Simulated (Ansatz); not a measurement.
A made-up structure of LiSiNH2, closed shell:

```
5
angstrom
Li -3.2078 0.9077 0.3185
N 0.5934 -0.1678 -0.0589
Si -0.9194 0.2573 0.0904
H 0.9382 -1.0631 -0.4052
H 1.4070 0.4020 0.1731
```

It is relaxed with PBE-D4/def2-SVP and then PBE0-D4/def2-TZVP (Ansatz 0.2.0). Atoms count as bonded within 1.22 times the sum of their covalent radii (H–H: 0.88 Å). The end point is not checked to be a true minimum.

(1) Does its bonding change? (A judgement: the text doesn't fix the answer.)

Results:

(1) By the calculation: No: no bond forms or breaks.

Where it ends: The first stage lowers the energy by 1.09 eV in 19 steps. It ends as LiSiNH₂ ([Li][Si][NH2]):
```xyz
5
angstrom
Li -2.5574 1.3954 0.4741
N 0.4754 -0.2017 -0.0754
Si -1.1558 -0.7416 -0.1765
H 1.2399 -0.8302 -0.2778
H 0.8093 0.7142 0.1735
```

Labels in which every atom is bracketed show which atoms are joined, not bond orders.

For scale, one of the runs: PBE0-D4/def2-TZVP relaxation, 94 basis functions, launched by `ansatz run in.yaml --threads 2 --pin off --events-out ev --progress --plain --max-ram 4352MiB`. The run took about 3.5 s on 2 CPU threads of an AMD EPYC 9R45 (shared host).
